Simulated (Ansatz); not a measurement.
Species: CH4FO, charge -1, singlet.
NHTBH set geometry:
```xyz
7

F      0.2122    -1.8869     0.0831
C     -0.0648    -0.4930     0.0590
H      0.8611     0.0649     0.0526
H     -0.6302    -0.2657    -0.8354
H     -0.6392    -0.2451     0.9431
O     -0.0899     2.1640    -0.1449
H     -0.3933     3.0739    -0.1026
```
Charge -1, spin multiplicity 1.

Total energies in aug-cc-pVDZ, 22 correlated electrons, 3 frozen orbitals. Radicals and triplets start from unrestricted determinants; spin-orbit coupling is neglected. Cores are frozen in correlated methods. No relativity.

```csv
method,program,energy (Eh),minus CCSDT(Q) (mEh)
HF,Ansatz,-214.47301,642.31
MP2,Ansatz,-215.07580,39.53
CCSD,Ansatz,-215.09517,20.15
CCSD(T),Ansatz,-215.11300,2.32
CCSDT(Q),Ansatz,-215.11532,0.00
```

Rough core times of Ansatz's runs on a shared machine: CCSD(T) under 20 s, CCSDT(Q) 50 min.

Ansatz is a quantum-chemistry and plane-wave program.
